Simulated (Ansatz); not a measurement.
Ansatz (a first-principles code) input (CCSD(T)/STO-3G):

Ansatz 0.2 input:
```yaml
crystal:
  periodic: [false, false, false]
  atoms:
    - {symbol: P, position_ang: [0.00293147, 0.00160888, 0.12817703]}
    - {symbol: H, position_ang: [-0.00384980, 1.18388197, -0.65609339]}
    - {symbol: H, position_ang: [1.01199153, -0.61366513, -0.65676338]}
    - {symbol: H, position_ang: [-1.05211382, -0.59435001, -0.60979871]}
basis:
  gaussian:
    orbitals: STO-3G
magnetization: {spin_polarized: false}
correlation: {method: ccsd_t, electrons: outside_noble_gas}
```

Output:

```
Functional definition: HF
integrals: 0.00 GiB planned
131 factors; integrals over basis functions are off by at most 1.4e-5 eV
mean field: 0.04 GiB planned
mean field evaluation 1: about -9214.6232 eV, gradient 3.2e0 eV
mean field evaluation 2: about -9214.6411 eV, gradient 3.2e0 eV
mean field evaluation 4: about -9214.6943 eV, gradient 2.1e-1 eV
mean field evaluation 8: about -9214.6946 eV, gradient 1.6e-6 eV
mean field -9214.69459486 eV, -338.6337804167 hartree, gradient 1.6e-6 eV, S^2 0.000000; 0 other end points of the search recorded, 0 dependent functions left out
5 core orbitals not correlated
reference -9214.69459486 eV, -338.6337804167 hartree; 4, 4 occupied and 3, 3 virtual orbitals, 131 factors
second order -1.14821831 eV of doubles, -0.00000000 eV of singles
coupled cluster: 0.03 GiB planned
cycle   1  -1.51429205 eV  change   -3.7e-1 eV  update   5.0e-2
cycle   2  -1.71644466 eV  change   -2.0e-1 eV  update   2.0e-2
cycle   3  -1.72060105 eV  change   -4.2e-3 eV  update   3.0e-3
cycle   4  -1.72150180 eV  change   -9.0e-4 eV  update   5.8e-4
cycle   5  -1.72114615 eV  change    3.6e-4 eV  update   6.4e-5
cycle   6  -1.72118879 eV  change   -4.3e-5 eV  update   1.1e-5
cycle   7  -1.72118299 eV  change    5.8e-6 eV  update   2.8e-6
perturbative correction -0.00346639 eV, -0.0001273876 hartree
Total energy: -9216.41924424 eV, -338.6971601125 hartree
```
